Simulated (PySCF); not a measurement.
# Si₂H₆S: spin-spin couplings and electronic excitations at several levels of theory, part 2 of 2

PySCF 2.14.0. Atoms count from 0. The steps go on from the part before.

## Step 7: TDDFT and polarisability: PBE/def2-SVPD

The job: settings as JSON, then the geometry in Å.

```
{"job": {"kind": "uv", "xc": "PBE", "basis": "def2-SVPD", "ip": true}, "charge": 0, "multiplicity": 1}
Si    -1.295186     0.408493     0.070075
Si     0.621654    -0.913237    -0.182672
S      2.270236     0.028115     0.840162
H     -2.466627    -0.178881    -0.651857
H     -1.013528     1.765590    -0.494766
H     -1.625185     0.549872     1.520153
H      0.471069    -2.238366     0.487368
H      0.921650    -1.141122    -1.630990
H      2.145064     1.209437     0.196191
```

Level: TDDFT PBE/def2-SVPD, vertical, gas phase, core orbitals frozen in the response.

The log of the run:

```text
coarse grid: 8592 points
cycle   1  E = -979.8556194135  dE = -1.282e-01  |g| = 2.155e-01  |ddm| = 3.203e+00
cycle   2  E = -979.8435896164  dE =  1.203e-02  |g| = 2.868e-01  |ddm| = 8.227e-01
cycle   3  E = -979.8705950116  dE = -2.701e-02  |g| = 4.906e-02  |ddm| = 5.279e-01
cycle   4  E = -979.8715605123  dE = -9.655e-04  |g| = 1.258e-02  |ddm| = 1.117e-01
cycle   5  E = -979.8716266263  dE = -6.611e-05  |g| = 3.046e-03  |ddm| = 2.665e-02
cycle   6  E = -979.8716300351  dE = -3.409e-06  |g| = 7.518e-04  |ddm| = 6.051e-03
final grid: 67832 points
cycle   7  E = -980.0116224295  dE = -5.748e-06  |g| = 5.195e-03  |ddm| = 4.322e-02
cycle   8  E = -980.0116086723  dE =  1.376e-05  |g| = 8.014e-03  |ddm| = 2.174e-02
cycle   9  E = -980.0116305870  dE = -2.191e-05  |g| = 6.738e-04  |ddm| = 1.402e-02
cycle  10  E = -980.0116307894  dE = -2.024e-07  |g| = 8.663e-05  |ddm| = 1.285e-03
cycle  11  E = -980.0116307927  dE = -3.292e-09  |g| = 1.959e-05  |ddm| = 2.181e-04
cycle  12  E = -980.0116307928  dE = -1.680e-10  |g| = 4.249e-06  |ddm| = 4.525e-05
converged SCF energy = -980.0116307928

Static polarisability (au): isotropic 85.478, principal 71.480 81.485 103.471

Singlet excitations
state   eV       nm        f      main configurations
  1   5.0473    245.6   0.02367   H->L 0.98
  2   5.3985    229.7   0.00609   H->L+1 0.98
  3   5.6468    219.6   0.00260   H->L+2 0.98
  4   5.9248    209.3   0.04550   H->L+3 0.96
  5   6.2793    197.4   0.00172   H->L+4 0.88, H-1->L 0.10
  6   6.5272    190.0   0.01537   H->L+5 0.74, H-1->L 0.22
  7   6.5817    188.4   0.01723   H-1->L 0.54, H->L+5 0.24, H->L+6 0.11
  8   6.7544    183.6   0.01801   H-1->L+1 0.54, H->L+6 0.36
  9   6.8124    182.0   0.00471   H->L+7 0.78, H->L+6 0.16
 10   6.9376    178.7   0.03905   H-1->L+1 0.31, H->L+6 0.24, H-2->L 0.20

Triplet excitations (Tamm-Dancoff, eV): 4.6817 5.0930 5.3760 5.7207
Vertical ionisation energy (delta-SCF) = 9.1138 eV
Vertical electron affinity (delta-SCF) = -0.7878 eV
```

It took 26 s on 1 thread of Arm Neoverse V1, shared host; peak memory 0.51 GiB.

In short: HOMO -6.18 eV, LUMO -1.29 eV; lowest singlet 5.05 eV.

## Step 8: TDDFT and polarisability: B3LYP/def2-SVPD

Same as in step 7 but for these lines:

```diff
@@ -1,2 +1,2 @@
-{"job": {"kind": "uv", "xc": "PBE", "basis": "def2-SVPD", "ip": true}, "charge": 0, "multiplicity": 1}
+{"job": {"kind": "uv", "xc": "B3LYP", "basis": "def2-SVPD", "ip": true}, "charge": 0, "multiplicity": 1}
 Si    -1.295186     0.408493     0.070075
```

With the program's defaults for keys left out, this is: TDDFT B3LYP/def2-SVPD, vertical, gas phase, core orbitals frozen in the response.

The log of the run:

```text
coarse grid: 8592 points
cycle   1  E = -980.4379401133  dE = -1.595e-01  |g| = 2.137e-01  |ddm| = 3.074e+00
cycle   2  E = -980.4337848280  dE =  4.155e-03  |g| = 2.392e-01  |ddm| = 7.384e-01
cycle   3  E = -980.4530953078  dE = -1.931e-02  |g| = 2.314e-02  |ddm| = 4.192e-01
cycle   4  E = -980.4533011822  dE = -2.059e-04  |g| = 5.174e-03  |ddm| = 5.141e-02
cycle   5  E = -980.4533121125  dE = -1.093e-05  |g| = 1.821e-03  |ddm| = 1.305e-02
cycle   6  E = -980.4533132936  dE = -1.181e-06  |g| = 3.795e-04  |ddm| = 3.564e-03
final grid: 67832 points
cycle   7  E = -980.5608923307  dE = -3.201e-06  |g| = 6.355e-04  |ddm| = 2.828e-02
cycle   8  E = -980.5608923429  dE = -1.221e-08  |g| = 6.207e-04  |ddm| = 2.525e-03
cycle   9  E = -980.5608924908  dE = -1.478e-07  |g| = 7.963e-05  |ddm| = 1.160e-03
cycle  10  E = -980.5608924930  dE = -2.276e-09  |g| = 2.509e-05  |ddm| = 1.760e-04
cycle  11  E = -980.5608924933  dE = -2.296e-10  |g| = 7.056e-06  |ddm| = 5.416e-05
converged SCF energy = -980.5608924933

Static polarisability (au): isotropic 82.922, principal 70.036 79.365 99.366

Singlet excitations
state   eV       nm        f      main configurations
  1   5.4216    228.7   0.03039   H->L 0.99
  2   5.6859    218.1   0.00491   H->L+1 0.94
  3   6.2261    199.1   0.00453   H->L+2 0.95
  4   6.4545    192.1   0.05524   H->L+3 0.93
  5   6.7291    184.3   0.00846   H->L+4 0.90
  6   6.9271    179.0   0.04797   H-1->L 0.86
  7   7.0899    174.9   0.01090   H->L+5 0.88
  8   7.2471    171.1   0.01493   H-1->L+1 0.57, H->L+6 0.30
  9   7.3599    168.5   0.03472   H->L+7 0.54, H->L+6 0.28, H-2->L 0.08
 10   7.3793    168.0   0.02839   H->L+7 0.30, H-1->L+1 0.26, H->L+6 0.26

Triplet excitations (Tamm-Dancoff, eV): 5.0297 5.3313 5.8619 6.1506
Vertical ionisation energy (delta-SCF) = 9.3258 eV
```

Run time: 14 s. Hardware: 1 thread of Arm Neoverse V1, shared host; peak memory 0.56 GiB.

Key values: HOMO -7.10 eV, LUMO -0.67 eV; lowest singlet 5.42 eV.

## Step 9: TDDFT and polarisability: PBE0/def2-SVPD

Same as in step 8 but for these lines:

```diff
@@ -1,2 +1,2 @@
-{"job": {"kind": "uv", "xc": "B3LYP", "basis": "def2-SVPD", "ip": true}, "charge": 0, "multiplicity": 1}
+{"job": {"kind": "uv", "xc": "PBE0", "basis": "def2-SVPD", "ip": true}, "charge": 0, "multiplicity": 1}
 Si    -1.295186     0.408493     0.070075
```

Level: TDDFT PBE0/def2-SVPD, vertical, gas phase, core orbitals frozen in the response.

The log of the run:

```text
coarse grid: 8592 points
cycle   1  E = -979.9925191562  dE = -1.697e-01  |g| = 1.922e-01  |ddm| = 3.044e+00
cycle   2  E = -979.9916063971  dE =  9.128e-04  |g| = 2.001e-01  |ddm| = 6.572e-01
cycle   3  E = -980.0052043268  dE = -1.360e-02  |g| = 1.817e-02  |ddm| = 3.592e-01
cycle   4  E = -980.0053280736  dE = -1.237e-04  |g| = 4.564e-03  |ddm| = 4.429e-02
cycle   5  E = -980.0053363156  dE = -8.242e-06  |g| = 1.529e-03  |ddm| = 1.171e-02
final grid: 67832 points
cycle   6  E = -980.1113757626  dE = -6.642e-06  |g| = 3.534e-03  |ddm| = 3.297e-02
cycle   7  E = -980.1113753285  dE =  4.341e-07  |g| = 3.625e-03  |ddm| = 1.220e-02
cycle   8  E = -980.1113796007  dE = -4.272e-06  |g| = 2.244e-04  |ddm| = 6.311e-03
cycle   9  E = -980.1113796211  dE = -2.045e-08  |g| = 4.794e-05  |ddm| = 4.680e-04
cycle  10  E = -980.1113796219  dE = -8.336e-10  |g| = 1.607e-05  |ddm| = 1.133e-04
converged SCF energy = -980.1113796219

Static polarisability (au): isotropic 82.388, principal 69.587 78.868 98.708

Singlet excitations
state   eV       nm        f      main configurations
  1   5.5273    224.3   0.03111   H->L 0.98
  2   5.8474    212.0   0.00404   H->L+1 0.92
  3   6.3505    195.2   0.00473   H->L+2 0.96
  4   6.6752    185.7   0.05532   H->L+3 0.92
  5   6.9256    179.0   0.01330   H->L+4 0.85
  6   7.0591    175.6   0.05452   H-1->L 0.84
  7   7.2711    170.5   0.01764   H->L+5 0.84
  8   7.4150    167.2   0.00795   H-1->L+1 0.47, H->L+6 0.29, H->L+7 0.11
  9   7.5033    165.2   0.03663   H->L+6 0.43, H->L+7 0.27, H-2->L 0.15
 10   7.5765    163.6   0.02038   H->L+7 0.49, H-1->L+1 0.30

Triplet excitations (Tamm-Dancoff, eV): 5.0733 5.4456 5.8728 6.2051
Vertical ionisation energy (delta-SCF) = 9.3431 eV
```

Wall time 14 s (1 thread of Arm Neoverse V1, shared host); peak memory 0.55 GiB.

Key values: HOMO -7.34 eV, LUMO -0.49 eV; lowest singlet 5.53 eV.

## Step 10: TDDFT and polarisability: BHandHLYP/def2-SVPD

Same as in step 9 but for these lines:

```diff
@@ -1,2 +1,2 @@
-{"job": {"kind": "uv", "xc": "PBE0", "basis": "def2-SVPD", "ip": true}, "charge": 0, "multiplicity": 1}
+{"job": {"kind": "uv", "xc": "BHandHLYP", "basis": "def2-SVPD", "ip": true}, "charge": 0, "multiplicity": 1}
 Si    -1.295186     0.408493     0.070075
```

With the program's defaults for keys left out, this is: TDDFT BHandHLYP/def2-SVPD, vertical, gas phase, core orbitals frozen in the response.

The log of the run:

```text
coarse grid: 8592 points
cycle   1  E = -980.4033746371  dE = -2.026e-01  |g| = 2.263e-01  |ddm| = 2.923e+00
cycle   2  E = -980.4157390908  dE = -1.236e-02  |g| = 1.598e-01  |ddm| = 6.663e-01
cycle   3  E = -980.4245870025  dE = -8.848e-03  |g| = 2.243e-02  |ddm| = 3.055e-01
cycle   4  E = -980.4248022532  dE = -2.153e-04  |g| = 3.743e-03  |ddm| = 6.522e-02
cycle   5  E = -980.4248077429  dE = -5.490e-06  |g| = 1.030e-03  |ddm| = 9.336e-03
final grid: 67832 points
cycle   6  E = -980.4933096827  dE = -1.662e-06  |g| = 7.058e-04  |ddm| = 1.678e-02
cycle   7  E = -980.4933098019  dE = -1.192e-07  |g| = 4.462e-04  |ddm| = 2.265e-03
cycle   8  E = -980.4933098752  dE = -7.334e-08  |g| = 3.016e-05  |ddm| = 7.593e-04
cycle   9  E = -980.4933098757  dE = -4.693e-10  |g| = 1.459e-05  |ddm| = 1.388e-04
converged SCF energy = -980.4933098757

Static polarisability (au): isotropic 79.851, principal 68.127 76.734 94.692

Singlet excitations
state   eV       nm        f      main configurations
  1   5.9160    209.6   0.03782   H->L 0.94
  2   6.0466    205.0   0.00373   H->L+1 0.70, H->L+4 0.10
  3   6.9111    179.4   0.00705   H->L+3 0.79, H->L+2 0.09
  4   7.1819    172.6   0.05842   H->L+2 0.65, H-1->L 0.10
  5   7.3462    168.8   0.03475   H->L+4 0.61, H->L+1 0.15
  6   7.4848    165.6   0.10202   H-1->L 0.66
  7   7.7777    159.4   0.00823   H->L+5 0.74
  8   7.7989    159.0   0.03486   H-1->L+1 0.34, H-1->L+3 0.12, H->L+7 0.10
  9   7.9922    155.1   0.02334   H->L+6 0.32, H->L+9 0.16, H-2->L 0.12
 10   8.0529    154.0   0.04046   H->L+7 0.26, H-1->L+1 0.22, H->L+8 0.10

Triplet excitations (Tamm-Dancoff, eV): 5.4399 5.6083 6.2938 6.5291
Vertical ionisation energy (delta-SCF) = 9.3899 eV
```

It took 15 s on 1 thread of Arm Neoverse V1, shared host; peak memory 0.56 GiB.

This run: HOMO -8.36 eV, LUMO 0.33 eV; lowest singlet 5.92 eV.

## Step 11: Ultraviolet spectrum: CAM-B3LYP/def2-SVPD

Same as in step 10 but for these lines:

```diff
@@ -1,2 +1,2 @@
-{"job": {"kind": "uv", "xc": "BHandHLYP", "basis": "def2-SVPD", "ip": true}, "charge": 0, "multiplicity": 1}
+{"job": {"kind": "uv", "xc": "CAM-B3LYP", "basis": "def2-SVPD", "ip": true}, "charge": 0, "multiplicity": 1}
 Si    -1.295186     0.408493     0.070075
```

With the program's defaults for keys left out, this is: TDDFT CAM-B3LYP/def2-SVPD, vertical, gas phase, core orbitals frozen in the response.

The log of the run:

```text
coarse grid: 8592 points
cycle   1  E = -980.3786125990  dE = -2.034e-01  |g| = 2.395e-01  |ddm| = 2.966e+00
cycle   2  E = -980.3902150449  dE = -1.160e-02  |g| = 1.817e-01  |ddm| = 6.726e-01
cycle   3  E = -980.4012194522  dE = -1.100e-02  |g| = 1.925e-02  |ddm| = 3.192e-01
cycle   4  E = -980.4013836573  dE = -1.642e-04  |g| = 4.775e-03  |ddm| = 5.950e-02
cycle   5  E = -980.4013925434  dE = -8.886e-06  |g| = 1.125e-03  |ddm| = 1.187e-02
final grid: 67832 points
cycle   6  E = -980.5099676728  dE = -2.575e-06  |g| = 7.042e-04  |ddm| = 1.478e-02
cycle   7  E = -980.5099677990  dE = -1.262e-07  |g| = 4.213e-04  |ddm| = 2.347e-03
cycle   8  E = -980.5099678633  dE = -6.425e-08  |g| = 3.530e-05  |ddm| = 7.051e-04
cycle   9  E = -980.5099678640  dE = -7.310e-10  |g| = 1.321e-05  |ddm| = 1.536e-04
converged SCF energy = -980.5099678640

Static polarisability (au): isotropic 81.503, principal 69.398 78.269 96.842

Singlet excitations
state   eV       nm        f      main configurations
  1   5.7473    215.7   0.03409   H->L 0.96
  2   5.9049    210.0   0.00486   H->L+1 0.74, H->L+4 0.10
  3   6.7289    184.3   0.00574   H->L+3 0.78, H->L+2 0.09
  4   6.9992    177.1   0.05144   H->L+2 0.63, H-1->L 0.10
  5   7.1709    172.9   0.03307   H->L+4 0.63, H->L+1 0.13
  6   7.2927    170.0   0.08142   H-1->L 0.68, H->L+5 0.08
  7   7.5924    163.3   0.00296   H->L+5 0.66
  8   7.6191    162.7   0.03411   H-1->L+1 0.31, H-1->L+3 0.13, H->L+7 0.11
  9   7.8069    158.8   0.01715   H->L+6 0.34, H-2->L 0.14, H->L+9 0.12
 10   7.8885    157.2   0.03166   H-1->L+1 0.21, H->L+7 0.20, H->L+8 0.12

Triplet excitations (Tamm-Dancoff, eV): 5.2995 5.4943 6.1845 6.4070
Vertical ionisation energy (delta-SCF) = 9.4712 eV
```

Wall time 18 s (1 thread of Arm Neoverse V1, shared host); peak memory 0.57 GiB.

This run: HOMO -8.60 eV, LUMO 0.47 eV; lowest singlet 5.75 eV.

## Step 12: Comparing the runs: spin-spin couplings

Couplings (Hz), each a mean over the pairs like the one named, with basis size and wall time:

```
            run  Si1–H6  Si0–H3  Si0–Si1  S2–H8  Si1–S2  Si0–H6  Si1–H3  functions   time
B3LYP/def2-TZVP  -173.7  -164.0     70.8   23.6    15.9   -12.4    -7.9        147   23 s
  B3LYP/cc-pVTZ  -162.5  -153.1     66.8   17.6    19.1   -12.6    -7.9        186   34 s
   B3LYP/6-31G*  -189.0  -181.0     75.0   25.6    10.8   -10.7    -6.1         66  7.6 s
```

## Step 13: Side by side: electronic excitations

Excitations and ground-state properties, with basis size and wall time:

```
                run  lowest singlet (eV)  brightest (eV)      f  gap (eV)  α (Å³)  μ (D)  functions   time
       HF/def2-SVPD                 6.46            8.71  0.225     12.14   11.34   1.29        123  4.2 s
      LDA/def2-SVPD                 4.95            5.85  0.044      4.79   12.96   1.06        123   18 s
      PBE/def2-SVPD                 5.05            5.92  0.045      4.90   12.67   1.02        123   26 s
    B3LYP/def2-SVPD                 5.42            6.45  0.055      6.44   12.29   1.08        123   14 s
     PBE0/def2-SVPD                 5.53            6.68  0.055      6.85   12.21   1.11        123   14 s
BHandHLYP/def2-SVPD                 5.92            7.48  0.102      8.69   11.83   1.17        123   15 s
CAM-B3LYP/def2-SVPD                 5.75            7.29  0.081      9.07   12.08   1.16        123   18 s
```

## Step 14: Summary of results

This closing draws on all 2 parts.

| quantity | value |
| --- | --- |
| largest coupling of the table (B3LYP/def2-TZVP) | 1J(Si,H) Si1–H6, -173.7 Hz (mean over like pairs) |
| lowest singlet (HF/def2-SVPD) | 6.46 eV (192 nm), f = 0.003 |
| brightest single state of those computed | state 9, 8.71 eV, f = 0.225 |
| lowest triplet | 5.86 eV |
| vertical ionisation energy (ΔSCF) | 8.67 eV |
| range of J(Si1,H6), mean over like pairs | -189.0 to -162.5 Hz |
| range of the lowest singlet | 4.95 to 6.46 eV |

In words: Single values in the summary come from the first sound run of each kind (B3LYP/def2-TZVP; HF/def2-SVPD), which need not be the best level. Of the pairs tabulated at B3LYP/def2-TZVP, Si1–H6 (mean over like pairs) couples most strongly (-173.7 Hz; Fermi contact -173.9 Hz). The first singlet state (HOMO→LUMO+8 0.24, HOMO→LUMO+2 0.18) lies at 6.46 eV and is weak; of the 10 states computed, the strongest absorption comes from state 9 at 8.71 eV. The lowest triplet lies 0.60 eV below the lowest singlet (triplets in Tamm-Dancoff, singlets in full TDDFT). At HF/def2-SVPD, the highest states lie near or above the ionisation energy, where they hang on the basis. The orbital energy would give 9.99 eV for ionisation, ΔSCF gives 8.67 eV. The coupling Si1–H6, as a mean over pairs of its kind, runs from -189.0 Hz (B3LYP/6-31G*) to -162.5 Hz (B3LYP/cc-pVTZ). The lowest singlet runs from 4.95 eV (LDA/def2-SVPD) to 6.46 eV (HF/def2-SVPD), while the orbital gap spans 4.79 to 12.14 eV: the excitation energy moves far less from run to run than the orbital gap does. The lowest state need not be the same one in every run. The runs solved for a few states only, so the brightest column depends on that window. Couplings from bases without tight functions are rough.
